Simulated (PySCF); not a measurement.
CH₄ + 2 O₂ → CO₂ + 2 H₂O

Level: PBE in the def2-TZVP basis family, all electrons, no relativity, computed in PySCF with density fitting; open shells unrestricted.

```
species                           state and structure      E (Eh)  ZPE (kJ/mol)  H(298 K) − H(0) (kJ/mol)  S° (J/(mol K))
    CH₄                 singlet, Td, C–H 1.096 Å (×4)   -40.46307         114.4                      10.0           186.4
     O₂                     triplet, D∞h, O–O 1.219 Å  -150.24892           9.3                       8.7           205.2
    CO₂                singlet, D∞h, C–O 1.171 Å (×2)  -188.47931          29.8                       9.4           214.2
    H₂O  singlet, C2v, O–H 0.971 Å (×2); H–O–H 104.3°   -76.37680          54.3                       9.9           189.0
```

Problem. What is the electronic reaction energy?

Solution. At PBE/def2-TZVP, ΔE = -714.1 kJ/mol from the differences of the total energies times 2625.5, downhill. 

Problem. Add zero-point, thermal and entropy terms for 298.15 K and 1 bar.

Solution. ΔZPE = 5.4 and Δ[H(298) − H(0)] = 1.8 kJ/mol give ΔH° = -706.9 kJ/mol. ΔS° = -4.6 J/(mol K), so ΔG° = -706.9 − 298.15 × (-0.0046) = -706 kJ/mol.

Each species is the lowest minimum found with this bonding; other isomers or fragments can lie lower.
